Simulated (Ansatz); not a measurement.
**Ti2Ge: from a trial structure to a relaxed crystal**

The calculation used DFT PBE, scalar-relativistic, plane waves, PAW (Ansatz). Cutoff 420 eV, Γ-centred k mesh, Gaussian smearing, no spin polarisation in the final step.

The start puts Ti2Ge on the AlB2 structure type (P6/mmm, No. 191), with Ge in place of Al, Ti in place of B, at a guessed volume.

```
CELL_PARAMETERS angstrom
3.60705 0.00000 0.00000
-1.80353 3.12380 0.00000
0.00000 0.00000 3.89466
ATOMIC_POSITIONS crystal
Ti 0.33333 0.66667 0.50000
Ti 0.66667 0.33333 0.50000
Ge 0.00000 0.00000 0.00000
```

Steps on the 6×6×4 mesh (3 atoms). 11 of 14 steps are shown, and the free energy counts from the last. Trial steps that were taken back and renewals of the plane-wave basis can be among the rows.

| step | ΔF (meV/atom) | V (Å³/atom) | P (GPa) |
| --- | --- | --- | --- |
| 1 | 1250.2 | 14.63 | 24.61 |
| 2 | 884.8 | 15.55 | 12.71 |
| 3 | 605.5 | 15.93 | 7.69 |
| 5 | 258.7 | 15.81 | 2.55 |
| 6 | 146.4 | 15.50 | 2.07 |
| 7 | 76.1 | 15.09 | 2.21 |
| 8 | 70.5 | 15.13 | 0.30 |
| 10 | 17.5 | 15.19 | 4.90 |
| 12 | 20.2 | 16.36 | -3.92 |
| 13 | 0.1 | 15.79 | -0.18 |
| 14 | 0.0 | 15.79 | -0.20 |

A final relaxation ran on a 12×12×16 mesh. The relaxed crystal, P6/mmm (No. 191):

```
Ti Ge
1.0
     4.49302    0.00000    0.00000
    -2.24651    3.89107    0.00000
     0.00000    0.00000    2.71157
Ti Ge
2 1
Direct
  0.33333 0.66667 0.50000
  0.66667 0.33333 0.50000
  0.00000 0.00000 0.00000
```

```json
{
  "Volume per atom": "15.80 Å³",
  "Density": "5.90 g/cm³",
  "Energy over the elements": "-0.12 eV/atom",
  "Gap on the 12×12×16 mesh": "0 eV (a metal)"
}
```

Energies over the elements count from the elements' standard structures at the same level, with no empirical corrections.

The final run used a 12×12×16 mesh on its 3-atom cell and 0.10 eV smearing. For metals, differences of a few meV/atom aren't resolved.

A structure relaxed within its symmetry needn't be a true minimum.

Cost: 4 runs of about 2.1 core-minutes in all, on Intel Xeon Platinum 8259CL (Skylake/Cascade Lake) (shared hosts).